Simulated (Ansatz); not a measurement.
A nudged elastic band was laid between two geometries of AlH₅O (7 atoms, charge 0, multiplicity 1).

Computed with Ansatz, RKS PBE0-D4/def2-mTZVP.

| Property | Result |
| --- | --- |
| movable images | 7 |
| climbing image | yes |
| spring | 5.0 eV/Å² |
| optimiser | quadratic models (default) |
| start path | through a guess of the saddle point |
| force threshold | 0.05 eV/Å |
| iteration limit | 60 |
| end points | relaxed |

Initial state:

```xyz
7
Properties=species:S:1:pos:R:3
Al 0.040 0.039 0.097
H -0.059 0.613 1.593
H 1.401 0.253 -0.705
H -1.323 -0.120 -0.736
O 0.137 -1.925 0.653
H -0.648 -2.389 0.335
H 0.123 -1.996 1.617
```

Final state:

```xyz
7
Properties=species:S:1:pos:R:3
Al 0.040 -0.578 -0.364
H -0.068 0.262 2.143
H 1.426 0.160 -0.532
H -1.373 0.134 -0.498
O 0.127 -2.263 -0.113
H -0.663 -2.803 -0.033
H 0.183 -0.436 2.250
```

(1) Which bonds break or form, and what moves?

(2) Give the energies along the band, and the barrier.

(3) What is the geometry of the highest image?

(4) What are the harmonic wavenumbers there?

The band took 9 iterations and roughly 2.5 core-minutes.

Answers

(1) Bonds broken: Al1–H2, O5–H7. Bonds formed: H2–H7. AlH5O becomes AlH3O + H2.

(2) It converged. The highest image is number 3 of 0 to 8, 69.8 kJ/mol above the first end and 98.6 kJ/mol above the last; the last end lies 28.8 kJ/mol below the first. A vibrational analysis at the climbing image gives one clearly imaginary mode, 1334i cm⁻¹: a first-order saddle point. The orbitals stay closed-shell, which can raise the energy where a bond breaks towards radicals; this wasn't checked here.

```tsv
image	path coordinate (Å)	energy (kJ/mol)	Al1–H2 (Å)	O5–H7 (Å)	H2–H7 (Å)
0	0.00	0.0	1.61	0.97	2.62
1	0.43	5.5	1.62	0.97	2.09
2	0.86	27.9	1.66	1.00	1.55
3	1.29	69.8	1.79	1.26	1.05
4	1.63	28.9	1.95	1.63	0.82
5	1.97	-8.9	2.18	2.00	0.76
6	2.31	-23.4	2.38	2.35	0.75
7	2.65	-27.9	2.53	2.67	0.75
8	2.99	-28.8	2.65	2.99	0.75
```

(3) 
```xyz
7
Properties=species:S:1:pos:R:3
Al 0.050 -0.230 -0.087
H -0.010 -0.091 1.696
H 1.421 0.340 -0.627
H -1.382 0.097 -0.686
O 0.169 -1.974 0.574
H -0.601 -2.549 0.501
H 0.023 -1.118 1.484
```

(4) 1334i, 438, 468, 584, 639, 740, 757, 787, 1021, 1414, 1713, 1881, 1950, 1974, 3875 cm⁻¹.

Run time: 2.5 min on 1 thread of Arm Neoverse N1, on a shared host, peak memory 0.11 GiB.
